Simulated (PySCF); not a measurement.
# Field gradients at the hydrogen positions

Compound: vinylsilane, C2H6Si.
Structure used (PBE0-D3(BJ)/def2-SVP), in Å, numbered top down from 1:
```xyz
9
C2H6Si angstrom
C      1.5201   -0.1093   -0.2854
C      0.5058    0.0632    0.5696
Si    -1.2905    0.0524    0.0523
H      1.3533   -0.2791   -1.3553
H      2.5657   -0.0913    0.0418
H      0.7447    0.2245    1.6295
H     -2.0757   -0.9195    0.8747
H     -1.3849   -0.3300   -1.3895
H     -1.9115    1.4010    0.2391
```

Level: PBE0/pcSseg-1 (PySCF, non-relativistic); Q(2H) = 0.00286 b; rigid geometry, the same for H and D, with no vibrational averaging.

Q: Tabulate Vzz, the asymmetry η and χzz = 234.96 MHz × Q × Vzz for every hydrogen position.

A: 
```
atom  bonded to  bond length (Å)  Vzz (au)     η  χzz (kHz)
  H4         C1            1.096    0.2986  0.05        201
  H5         C1            1.096    0.3009  0.04        202
  H6         C2            1.098    0.2994  0.04        201
  H7        Si3            1.496    0.1394  0.02         94
  H8        Si3            1.495    0.1399  0.03         94
  H9        Si3            1.496    0.1391  0.02         93
```

Q: Average by the element that carries the hydrogen.

A: on C: 201 kHz over 3 positions, mean bond length 1.097 Å; on Si: 94 kHz over 3 positions, mean bond length 1.496 Å.

Isolated species at its PBE0-D3(BJ)/def2-SVP geometry, gas phase. The basis is small and wasn't made for field gradients, so the couplings can be 20 % off.
